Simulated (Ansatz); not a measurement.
Abridged output of a molecular run in Ansatz:

```
Functional definition: HF
974 factors; integrals over basis functions are off by at most 1.0e-3 eV
mean field evaluation 1: about -10901.6132 eV, gradient 2.9e1 eV
mean field evaluation 2: about -10901.6171 eV, gradient 2.9e1 eV
mean field evaluation 4: about -10906.4188 eV, gradient 3.3e0 eV
mean field evaluation 8: about -10906.6026 eV, gradient 2.4e-1 eV
mean field evaluation 16: about -10905.8619 eV, gradient 6.5e0 eV
mean field -10906.60383714 eV, -400.8102982532 hartree, gradient 3.3e-6 eV, S^2 0.758871; 4 other end points of the search recorded, 0 dependent functions left out
7 core orbitals not correlated: weight in the atoms' cores, before any rotation towards them, 1.000 or more for the frozen orbitals, at most 0.000 for the correlated occupied ones
reference -10906.60383714 eV, -400.8102982532 hartree; 10, 9 occupied and 152, 153 virtual orbitals, 974 factors
second order -13.93425090 eV of doubles, -0.00000000 eV of singles
cycle   1  -14.54974115 eV  change   -6.2e-1 eV  update   7.5e-2
cycle   2  -14.91108701 eV  change   -3.6e-1 eV  update   2.4e-2
cycle   3  -14.97491075 eV  change   -6.4e-2 eV  update   1.3e-2
cycle   4  -14.96988968 eV  change    5.0e-3 eV  update   5.0e-3
cycle   5  -14.97102354 eV  change   -1.1e-3 eV  update   2.8e-3
cycle   6  -14.97177678 eV  change   -7.5e-4 eV  update   1.1e-3
cycle   7  -14.97175664 eV  change    2.0e-5 eV  update   4.2e-4
cycle   8  -14.97188160 eV  change   -1.2e-4 eV  update   1.8e-4
cycle   9  -14.97187794 eV  change    3.7e-6 eV  update   6.2e-5
cycle  10  -14.97183908 eV  change    3.9e-5 eV  update   2.6e-5
cycle  11  -14.97185632 eV  change   -1.7e-5 eV  update   1.1e-5
perturbative correction -0.52275742 eV, -0.0192109809 hartree
Total energy: -10922.09845088 eV, -401.3797148057 hartree
Checks for a lower state left out: cluster_reference
```

Its atoms:

Cartesian coordinates in Å:
```
N -1.679 -0.178 0.178
Si 0.061 -0.349 0.260
N 0.949 0.805 -0.629
H -2.169 -0.890 0.725
H 0.455 -0.215 1.691
H 0.403 -1.694 -0.281
H 0.973 0.762 -1.635
H 1.007 1.758 -0.309
```

Q: Which basis set was used?
A. def2-TZVPPD
B. def2-QZVPP
C. cc-pV(T+d)Z
D. cc-pV(D+d)Z

A: C. It gives 169 functions.

Q: Write the keys of the input that set method, charge and spin (a neutral closed shell needs none for the last two).

A: 
```yaml
magnetization: {spin_polarized: true, initial_magnetization: 1}
correlation: {method: ccsd_t}
scf: {omitted_lower_state_checks: [cluster_reference]}
```
